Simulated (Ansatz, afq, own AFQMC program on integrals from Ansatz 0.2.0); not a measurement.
# GeH5O, doublet: AFQMC among the cluster methods

```xyz
7

O    -2.2781   -0.0100    0.0000
H    -2.5274    0.9166    0.0000
H    -1.1471   -0.0100    0.0000
Ge    0.5119   -0.0100    0.0000
H     0.9806   -1.4759    0.0000
H     0.9806    0.7230   -1.2695
H     0.9806    0.7230    1.2695
```

Basis cc-pVDZ. Noble-gas cores (and the filled d shells of Ga–Kr and In–Xe) are frozen. Integrals, coupled cluster, full CI and functionals: Ansatz 0.2.0; the random walks run on the same integrals in our own AFQMC program. ph-AFQMC/CISD is guided by a CISD state made of CCSD amplitudes; releasing the constraint for a short imaginary time cuts its bias at the price of noise, slowly where states lie close. ± is one standard error of the sampling. No spin–orbit coupling.

Determinant: UHF, the one that the program's search chose, which needn't be the lowest solution. The geometry is a point of a scan.

No full CI on the walks' own integrals is used here; CCSDT(Q) serves as the reference and is uncertain by about the last step of the cluster series.

Cautions: no relativity below Rb; no spin-orbit coupling; inner d shell frozen.

```
T1 diagnostic                               : 0.0154
weight of the determinant in the CISD state : 0.873
⟨S²⟩ of the determinant                     : 0.776
size of the correlated space                : 15 electrons in 51 orbitals
```

**Question.** Estimate: order these by the size of their error in total energy against CCSDT(Q), smallest first.
A. CCSD
B. phaseless AFQMC with a CISD trial
C. CCSD(T)
D. MP2

**Answer.** B (0.7 ± 0.4 kJ/mol), C (4.2 kJ/mol), A (22.3 kJ/mol), D (118.1 kJ/mol).

Reference: CCSDT(Q), correlation energy -9.477 eV.

A walk keeps the symmetry of its determinant, which the program's search chose and which needn't be the lowest solution, so a lower state of the same spin and another symmetry isn't excluded.
